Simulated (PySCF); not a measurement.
**Gas-phase thermal properties of SO**

Method: PySCF energies (xtb for GFN2) plus ideal-gas RRHO corrections (1 bar). The comparison is the NASA 1993 polynomial table, which mixes measured and estimated data. 6-31G* has spherical d functions here. Open shells (unrestricted): SO (multiplicity 3). GFN2 has no spin-polarisation term. B3LYP is the form with VWN-RPA correlation. The harmonic model lacks anharmonicity and excited electronic states, which grow with temperature; levels with a mode under 35 cm⁻¹ are left out. The table's entry may be an old estimate for SO (not checked at source).

```csv
level,point group,σ,ZPE (kJ/mol),S°298 (J/mol/K),Cp298 (J/mol/K),S°1000 (J/mol/K),H1000 − H298 (kJ/mol)
table,-,-,-,221.9,30.2,262.2,23.7
B3LYP/6-31G*,C∞v,1,6.7,222.3,30.2,262.5,23.7
GFN2-xTB,C∞v,1,6.9,221.7,30.1,261.8,23.6
HF/6-31G*,C∞v,1,7.9,221.6,29.7,260.9,23.2
PBE/def2-SVP,C∞v,1,6.5,222.5,30.3,262.8,23.8
PBE0/def2-TZVP,C∞v,1,7.2,221.8,30.0,261.6,23.5
```
σ: rotational symmetry number. Electronic degeneracy used: 3. Frequencies are unscaled.
